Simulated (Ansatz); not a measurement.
# Na2Nb: from a trial structure to a relaxed crystal

All numbers below come from DFT PBE, scalar-relativistic, plane waves, PAW in Ansatz 0.2.0. Cutoff 420 eV, Γ-centred k mesh, Gaussian smearing, no spin polarisation in the final step.

Na2Nb was placed on the sites of a reported Cr2B cell (I4/mcm, No. 140), with Nb in place of B, Na in place of Cr, at a guessed volume.

```xyz
6
Lattice="-3.2676 3.2676 2.7199 3.2676 -3.2676 2.7199 3.2676 3.2676 -2.7199" Properties=species:S:1:pos:R:3 pbc="T T T"
Na    1.0914    4.3589    0.0000
Na    2.1762    1.0914    0.0000
Na    2.1762   -1.0914    2.7199
Na    1.0914    2.1762    2.7199
Nb    0.0000    0.0000    1.3600
Nb    0.0000    0.0000    4.0799
```

Cell and atoms relax at zero pressure; the relaxation can't lower the symmetry of the start. After a coarse first stage the cell is made exact in the group found at 0.06 Å.

Formation energies are uncorrected and refer to the elements' standard structures at the same level.

(1) What does it relax into?

(2) What are its volume, energy, density and gap?

## Answers

(1) It keeps I4/mcm (No. 140), but not the shape of the type it started on. Conventional cell: a = 8.624 Å, c = 4.726 Å. Around Na lie 2 Na at 3.23 Å, 4 Nb at 3.45 Å, 4 Na at 3.63 Å and 1 Na at 3.89 Å; Nb has 2 Nb at 2.36 Å.

Space group I4/mcm (No. 140). a = 8.624 Å, b = 8.624 Å, c = 4.726 Å, α = 90.00°, β = 90.00°, γ = 90.00°
| atom | site | symmetry | x | y | z |
| --- | --- | --- | --- | --- | --- |
| Na | 8h | m.2m | 0.1595 | 0.6595 | 0.5000 |
| Nb | 4a | 422 | 0.0000 | 0.0000 | 0.7500 |

(2) The volume per atom is 29.29 Å³. The density is 2.62 g/cm³. The energy over the elements is 0.79 eV/atom and the gap on the 10×10×10 mesh is 0 eV (a metal).

The final run used a 10×10×10 mesh on its 6-atom cell and 0.10 eV smearing. For metals, differences of a few meV/atom aren't resolved. A structure relaxed within its symmetry needn't be a true minimum. The steps took roughly 2.6 core-minutes in all.